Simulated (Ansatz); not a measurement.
Which is lower?

Two relaxed structures of CH2N (charge -1), closed shell (PBE0-D4/def2-TZVPD; forces vanish, vibrations not checked).

A:

```tsv
atom	x (Å)	y (Å)	z (Å)
C1	0.0639	0.1467	0.0426
N2	1.0285	0.3174	0.8988
H3	1.0271	1.3055	1.1798
H4	0.0899	-0.9514	-0.2488
```

B:

```xyz
4
angstrom
C 0.0185 0.0149 0.0194
N 0.7636 0.6156 0.7992
H -0.9011 0.4553 -0.5155
H 0.1189 -1.0858 -0.3031
```

Computed with Ansatz 0.2.0 (basis: def2-TZVPPD); correlated methods freeze the cores. B3LYP uses VWN-RPA correlation.

Q: Which structure is lower at CCSD(T), and by how much? (An estimate is asked for; the value comes from the calculation.)

A: Computed: B, by 35.7 kJ/mol (electronic energy, against the other). By their contacts, A is CH₂N ([CH][NH]), total charge -1 and B is CH₂N ([CH2][N]), total charge -1.

All methods give the same order:

```tsv
method	E(B) − E(A) (kJ/mol)
PBE-D4	-48.2
r2SCAN-D4	-47.3
PBE0-D4	-43.1
B3LYP-D4	-45.3
wB97M-V	-33.5
HF	-33.0
MP2	-40.0
CCSD	-34.4
CCSD(T)	-35.7
```

The T1 diagnostic stays at or below 0.020.

Labels in which every atom is bracketed show which atoms are joined, not bond orders.

For scale, one of the runs: CCSD(T)/def2-TZVPPD, 108 basis functions, launched by `ansatz run in.yaml --threads 2 --pin off --events-out ev --progress --plain --max-ram 4352MiB`. Hardware: 2 CPU threads of an Arm Neoverse V2, shared host. Wall time about 2.4 s.
